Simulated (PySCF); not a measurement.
Gas-phase reaction: BF3 + H2 = BH2F + F2

Method: PySCF energies plus ideal-gas RRHO corrections (1 bar). † marks an energy on the PBE0/def2-TZVP geometry and frequencies. CCSD(T) freezes the core. All species are closed-shell singlets. BH2F: computed as isolated molecules; such fragments, hydroxides, amides, oligomers or adducts are transient or little studied in the gas. CCSD(T) isn't extrapolated to the basis-set limit; its ΔH°(298 K) is 825.4 kJ in def2-SVP and 822.2 kJ in def2-TZVPP. The harmonic model lacks anharmonicity and excited electronic states, which grow with temperature; levels with a mode under 35 cm⁻¹ are left out.

| level | ΔE electronic, kJ | ΔH°(298 K), kJ | ΔS°(298 K), J/K | ΔG°(2000 K), kJ |
|---|---|---|---|---|
| BLYP/def2-TZVP† | 776 | 781 | 39 | 720 |
| CCSD(T)/def2-SVP† | 820 | 825 | 39 | 764 |
| PBE/def2-TZVP† | 781 | 786 | 39 | 725 |
| PBE0/def2-QZVP† | 812 | 817 | 39 | 756 |
| r2SCAN/def2-TZVP† | 820 | 825 | 39 | 764 |
| ωB97X-V/def2-TZVP† | 804 | 809 | 39 | 748 |
ΔH° is lowest at BLYP/def2-TZVP† and highest at CCSD(T)/def2-SVP†. No reference value is set beside these.
